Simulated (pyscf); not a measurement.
Single points on ωB97X-D3(BJ)/def2-SVP structures (PySCF, gas phase).

Problem. Estimate the classical barrier height and the reaction energy of HO–As: [triplet] + hydrogen (H₂) → AsH [triplet] + water (H₂O) at ωB97M-D3(BJ)/def2-TZVP. The step runs on the triplet surface, breaks As–O, H–H and forms As–H, H–O; take the separated reactants as zero.

Solution. ΔE‡ = 198.1 kJ/mol, ΔE = -22.2 kJ/mol. Zero-point energy shifts the barrier by +5.7 kJ/mol. It is a four-centre exchange, with an imaginary mode of 1799i cm⁻¹. One saddle was located; it need not be the lowest between these sides. Elements up to Kr have no core potential and no relativistic terms here.
